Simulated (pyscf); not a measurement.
PySCF, gas phase, ωB97X-D3(BJ)/def2-SVP geometries. Correlated levels are frozen-core, on RHF or UHF. ΔMP2 is the change of the MP2 total energy from the triple- to the quadruple-zeta basis.

Problem. List the bond dissociation enthalpies at 298 K of :HC–CH=C=CH₂ [singlet] from CCSD(T)/def2-TZVPP + ΔMP2(QZVPP), from the weakest bond up.

Solution. C–H to •HC=C=C=CH₂ + H•: 1.53 eV; C–H to •HC=CH–C≡CH + H•: 1.97 eV. Ring and multiple bonds, and those that leave no two simple radicals, are not listed. The radicals are drawn with the spin at the cut bond; how far it spreads was not checked. :HC–CH=C=CH₂ [singlet] lies 2.89 eV over its isomer HC≡C–CH=CH₂, and others may lie lower still (electronic energy, ωB97M-D3(BJ)). •HC=CH–C≡CH lies 0.54 eV over its isomer •HC=C=C=CH₂, and others may lie lower still (electronic energy, ωB97M-D3(BJ)). Other isomers of •HC=C=C=CH₂ were not searched in full and may lie lower. A restricted singlet here is unstable towards spin polarisation, as is usual where a triplet lies low; its energy is less safe. The CCSD(T) − MP2 part came from Ansatz, without density fitting, on the same reference. An open-shell T1 diagnostic exceeds 0.045. A UHF reference is spin-contaminated (<S²> up to 1.43), which harms MP2 most.
